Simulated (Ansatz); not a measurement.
**Interaction energy ladder**

The pair of SiH4O (SMILES [SiH3]O, atoms 1–6) and PH3 (SMILES P, atoms 7–10), both closed shells, in one local arrangement (a lower one may exist), relaxed at PBE0-D4/def2-TZVP:

```csv
atom,x (Å),y (Å),z (Å)
Si1,-0.2121,0.0565,-2.1601
O2,0.3928,-1.0231,-1.0822
H3,0.5088,1.3605,-2.1111
H4,-0.0443,-0.5476,-3.5031
H5,-1.6567,0.3368,-1.9217
H6,0.3617,-0.7759,-0.1483
P7,0.1985,-0.0112,2.1955
H8,-0.8889,0.7586,2.6757
H9,1.1901,0.7972,2.8024
H10,0.1503,-0.9518,3.2528
```

Computed with Ansatz 0.2.0 (basis: def2-TZVPPD, with def2-QZVPPD for the basis limit); correlated methods freeze the cores. B3LYP uses VWN-RPA correlation. Extrapolation: Hartree–Fock as exp(−7.88 √X), correlation as X^−2.97. Interaction energies count from these two fragments, frozen as in the pair, with the counterpoise correction; negative means bound.

(1) What is the interaction energy by CCSD(T) at an estimated basis limit (MP2 extrapolated from triple and quadruple zeta, plus CCSD(T) − MP2 in triple zeta)? (Judge from chemistry; the value comes from the calculation.)

(2) Which atoms make the shortest contact between the fragments?

T1 diagnostic: at most 0.014.

Answers

(1) Computed: -15.1 kJ/mol. Hartree–Fock alone gives -5.1 kJ/mol at the basis limit. It counts from the two fragments frozen as in the pair.

The same quantity by other methods in triple zeta, and each one's difference from that estimate:
```csv
method,E_int (kJ/mol),difference
PBE-D4,-19.8,-4.7
revPBE-D4,-17.8,-2.7
BLYP-D4,-17.6,-2.5
r2SCAN-D4,-16.4,-1.3
B97M-V,-14.7,0.4
PBE0-D4,-18.5,-3.4
B3LYP-D4,-17.5,-2.4
HSE06-D4,-18.5,-3.5
wB97X-V,-15.7,-0.6
wB97M-V,-14.5,0.6
B2PLYP,-12.6,2.5
HF,-5.1,10.0
MP2,-14.4,0.6
CCSD,-11.9,3.2
CCSD(T),-13.6,1.5
```
Differences are method less estimate.

(2) H6 and P7, 2.47 Å apart.

Basis-set superposition shift (counterpoise-corrected less uncorrected): CCSD(T) 1.9; MP2 1.9; HF 0.3; PBE0-D4 0.3; wB97M-V 0.5 kJ/mol.

For scale, one of the runs: CCSD(T)/def2-TZVPPD, 255 basis functions, launched by `ansatz run in.yaml --threads 4 --pin off --events-out ev --progress --plain --max-ram 9574MiB`. The run took 52 s on 4 CPU threads of an Intel Xeon Platinum 8259CL (shared host), with 5.3 GiB of host memory at its peak.
